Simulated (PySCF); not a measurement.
Gas-phase reaction: 4 SiF3OH + H2 + 2 SiO = 3 SiF2(OH)2 + 3 SiF2

Computed with PySCF and rigid-rotor harmonic-oscillator thermochemistry at 1 bar. † marks an energy on the PBE0/def2-TZVP geometry and frequencies; other levels use their own. MP2 freezes the core. 6-31G* has spherical d functions here. All species are closed-shell singlets. B3LYP is the form with VWN-RPA correlation. No R ln 2 is added for the mirror-image form of SiF2(OH)2. SiF3OH, SiF2(OH)2: computed as isolated molecules; such fragments, hydroxides, amides, oligomers or adducts are transient or little studied in the gas. MP2 isn't extrapolated to the basis-set limit; its ΔH°(298 K) is 85.9 kJ in def2-SVP and 85.7 kJ in def2-TZVPP. The harmonic model lacks anharmonicity and excited electronic states, which grow with temperature; levels with a mode under 35 cm⁻¹ are left out. Internal rotation in SiF3OH, SiF2(OH)2 is treated as a harmonic vibration of one conformer, which makes the entropy rough.

```json
[
 {"level": "B3LYP/6-31G*", "ΔE electronic, kJ": "41", "ΔH°(298 K), kJ": "57", "ΔS°(298 K), J/K": "-83", "ΔG°(600 K), kJ": "108"},
 {"level": "M06-2X/def2-TZVP†", "ΔE electronic, kJ": "10", "ΔH°(298 K), kJ": "27", "ΔS°(298 K), J/K": "-72", "ΔG°(600 K), kJ": "71"},
 {"level": "MP2/def2-SVP†", "ΔE electronic, kJ": "69", "ΔH°(298 K), kJ": "86", "ΔS°(298 K), J/K": "-72", "ΔG°(600 K), kJ": "130"},
 {"level": "PBE/def2-SVP", "ΔE electronic, kJ": "-18", "ΔH°(298 K), kJ": "-2", "ΔS°(298 K), J/K": "-75", "ΔG°(600 K), kJ": "44"},
 {"level": "PBE0/def2-SVP†", "ΔE electronic, kJ": "-37", "ΔH°(298 K), kJ": "-20", "ΔS°(298 K), J/K": "-72", "ΔG°(600 K), kJ": "24"},
 {"level": "PBE0/def2-TZVP", "ΔE electronic, kJ": "-6", "ΔH°(298 K), kJ": "10", "ΔS°(298 K), J/K": "-72", "ΔG°(600 K), kJ": "55"},
 {"level": "r2SCAN/def2-TZVP†", "ΔE electronic, kJ": "37", "ΔH°(298 K), kJ": "54", "ΔS°(298 K), J/K": "-72", "ΔG°(600 K), kJ": "98"}
]
```
ΔH° is lowest at PBE0/def2-SVP† and highest at MP2/def2-SVP†. No reference value is set beside these.
